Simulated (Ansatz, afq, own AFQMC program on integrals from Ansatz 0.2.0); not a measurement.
Two steps: Ansatz 0.2.0 writes the Fock matrix and Cholesky factors of the valence space, and afq projects on them the lowest state that overlaps trial and start.

```yaml
crystal:
  periodic: [false, false, false]
  atoms:
    - {symbol: Mn, position_ang: [0.000000, 0.000000, 0.000000]}
basis:
  gaussian: {orbitals: def2-TZVPP}
total_charge: 1
magnetization: {spin_polarized: true, initial_magnetization: 6}
correlation: {method: ccsd_t, electrons: outside_noble_gas, hamiltonian_folder: ham}
```

```sh
$ ansatz run in.yaml --threads 1 --pin off --events-out ev --progress --plain --max-ram 16896MiB --backend cuda --devices 0, --max-vram 18GiB
```

afq runs on the folder ham with

```
--method free --trial cisd --walkers 4000 --time-step 0.03 --max-blocks 4000 --target-error 0.0003 --factor-cut 1e-05 --seed 2377 --times 0,0.3,0.6,1.2,1.8,2.4,3.6,4.8,6 --taylor-order 8
```

Times are imaginary, in 1/Eh. The walk had a cap of 123 s.

afq prints:

```
orbitals 55  electrons 6 0  factors 432 of 455
reference energy -1149.62710022 Eh
CCSD correlation -0.08886817 Eh in 6 cycles, weight of the determinant in the CISD state 0.9814
repeat  energy at the last time / Eh  error
    10  -1149.717154  0.000034
    20  -1149.717188  0.000029
    30  -1149.717203  0.000023
time / (1/Eh)  energy / Eh  error  mean overlap
  0.00  -1149.715965  0.000001  1.0190
  0.30  -1149.717005  0.000004  1.0161
  0.60  -1149.717172  0.000007  1.0121
  1.20  -1149.717239  0.000010  1.0050
  1.80  -1149.717234  0.000010  1.0012
  2.40  -1149.717245  0.000009  0.9989
  3.60  -1149.717224  0.000016  0.9905
  4.80  -1149.717242  0.000019  0.9791
  6.00  -1149.717202  0.000023  0.9703
energy -1149.717202 +/- 0.000023 Eh
```

The run passed its tests (error under three times the target), which doesn't prove that it has relaxed.

Against this walk (error 0.6 meV) on the same determinant: CCSD(T) 1.8 meV higher, CCSDT(Q) 1.1 meV lower (within the noise). The error is statistical, and a free projection of finite length keeps a remainder of its start. The last points scatter (meV from the last: -0.9 ± 0.3 at 1.80, -1.16 ± 0.25 at 2.40, -0.6 ± 0.4 at 3.60, -1.1 ± 0.5 at 4.80, 0.0 ± 0.6 at 6.00); the last is the one printed as the energy, and the gaps above move with that scatter.

Cautions: remainder of the start not in the error; no relativity below Rb; outer-core shells of the metal frozen.

The walk took 73 s on 1 × NVIDIA H100 80GB HBM3 with 2 threads of AMD EPYC 7R13 Processor (Zen 3), on a shared host (the card was shared). The log's last line is the free-projection energy.

CCSDT and higher add their correlation energy to the determinant of the CCSD(T) run, since their own runs factorise the integrals more tightly (a shift of under 2 meV). A walk keeps the symmetry of its determinant, which the program's search chose and which needn't be the lowest solution, so a lower state of the same spin and another symmetry isn't excluded.
